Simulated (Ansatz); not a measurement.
**A ladder of methods for BN (boron nitride)**

BN: 2 atoms, total charge 0, spin state triplet. SMILES: `B#N`. The shape is that of a GFN2-xTB optimisation.

```xyz
2

B     0.0000    0.0000    0.0000
N     0.0000    0.0000    1.2684
```

Quantity: the energy change with the B1–N2 bond stretched from 1.268 to 3.171 Å, in eV. The values are calculated.

| level | kind | program | value (eV) | less CCSD(T)/6-31G | CPU time (all runs) |
| --- | --- | --- | --- | --- | --- |
| RPA@PBE/6-31G | RPA | Ansatz | 2.70 | -0.28 | 1.8 s |
| UMP2/6-31G | perturbation theory | Ansatz | 3.17 | +0.19 | 0.27 s |
| UBCCD(T)/6-31G | coupled cluster or CI | Ansatz | 2.98 | 0.00 | 0.68 s |
| UCCSD(T)/6-31G | coupled cluster or CI | Ansatz | 2.98 | 0.00 | 0.54 s |
| UCCSD/6-31G | coupled cluster or CI | Ansatz | 2.88 | -0.10 | 0.48 s |
| UCCSDT(Q)/6-31G | coupled cluster or CI | Ansatz | 3.00 | +0.02 | 2.9 s |
| UCCSDT/6-31G | coupled cluster or CI | Ansatz | 2.98 | 0.00 | 1.7 s |
| UCCSDTQ/6-31G | coupled cluster or CI | Ansatz | 2.99 | +0.01 | 37 s |
| FCI/3-21G | exact in the basis | Ansatz | 2.98 | 0.00 | 9.6 s |

UCCSD(T)/6-31G is the highest level here, not the true value. At this stretch a single reference begins to fail. The first shape isn't each level's own minimum. The values span 2.70 to 3.17 eV. Spin contamination of the reference (⟨S²⟩ at least 0.1 too high) touches RPA@PBE/6-31G, UMP2/6-31G, UBCCD(T)/6-31G, UCCSD(T)/6-31G, UCCSD/6-31G, UCCSDT(Q)/6-31G, UCCSDT/6-31G, UCCSDTQ/6-31G. All rows use very small basis sets, so none should be taken for the real molecule's value. Times are those of the runs behind each value, whatever else they computed, on shared processors of several kinds: orders of magnitude only.
